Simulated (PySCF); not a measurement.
**First hyperpolarisability: cyclopropanecarboxamide (NC(=O)C1CC1, C₄H₇NO)**

Cartesian coordinates in Å; atom numbers follow the order of the lines, from 1:
```xyz
13

N     2.136   -0.118    0.582
C     0.811    0.119    0.749
O     0.351    0.508    1.804
C    -0.033   -0.135   -0.450
C    -1.427   -0.648   -0.198
C    -1.233    0.758   -0.631
H     2.752    0.043    1.360
H     2.517   -0.432   -0.291
H     0.470   -0.479   -1.346
H    -1.682   -0.815    0.840
H    -1.824   -1.363   -0.907
H    -1.494    1.034   -1.644
H    -1.357    1.528    0.120
```

The calculation used quadratic response CAM-B3LYP/def2-TZVPD first hyperpolarisability, Taylor convention, gas phase in PySCF. Geometry: PBE0-D3(BJ)/def2-TZVP.

Q: What is the first hyperpolarisability, and how does it disperse?

A: In au, Taylor convention; the vector part is βᵢ = ⅓ Σⱼ (βᵢⱼⱼ + βⱼᵢⱼ + βⱼⱼᵢ); β∥ is 3/5 of the vector part along the dipole, the dipole points from − to +:
```csv
process,λ (nm),β vector norm,β∥,β HRS,depolarisation ratio
"static β(0;0,0)",∞,52.6,-8.1,39.2,2.05
"second harmonic β(−2ω;ω,ω)",1907,56.2,-7.8,41.0,2.08
"Pockels β(−ω;ω,0)",1907,53.7,-8.0,–,–
"second harmonic β(−2ω;ω,ω)",1064,65.6,-7.1,45.6,2.15
"Pockels β(−ω;ω,0)",1064,56.5,-7.8,–,–
```

Q: Which lowest excitations, dipole and polarisabilities go with it?

A: S1 5.88 eV (f = 0.000); S2 6.83 eV (f = 0.014); S3 6.92 eV (f = 0.029); dipole 3.74 D; isotropic α 58.5 au static, 58.6 au at 1907 nm, 58.9 au at 1064 nm, 59.1 au at 953.5 nm, 60.4 au at 532 nm.
